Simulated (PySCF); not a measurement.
# Removal energies of Ne from EOM-IP-GCCSD

Reference: closed-shell Ne, [Ne]; one electron is removed. Calculated with PySCF 2.14, two-component X2C-1e with screened spin-orbit coupling, x2c-TZVPPall-2c with one added diffuse shell each of s, p, d type (6s4p3d1f, 40 functions); frozen nothing; all 70 virtual spinors kept. No Breit or QED terms. Binding energies in eV.

```csv
level,Koopmans,second order,EOM-CCSD,NIST
1s1/2,892.90,857.85,872.48,n/a
2s1/2,52.676,47.812,48.411,48.475
2p1/2,23.215,19.706,21.327,21.661
2p3/2,23.089,19.612,21.221,21.565
```

In EOM-CCSD the overlap with the one-orbital guess is low for 1s1/2 (weight 0.87). That can mean mixing with two-hole, one-particle states, where second order and EOM-CCSD lose accuracy, or only a rotation among the degenerate components of the shell; the terms of those configurations are not listed.

The screened spin-orbit operator tends to give fine-structure splittings of light species too large.

Gaps of this size point to the basis (6s4p3d1f), which has few functions of high l to correlate and polarise the inner shells.

Where second order misses EOM-CCSD by more than 1 eV, it overshoots the relaxation and correlation of that hole or particle, which higher orders damp.
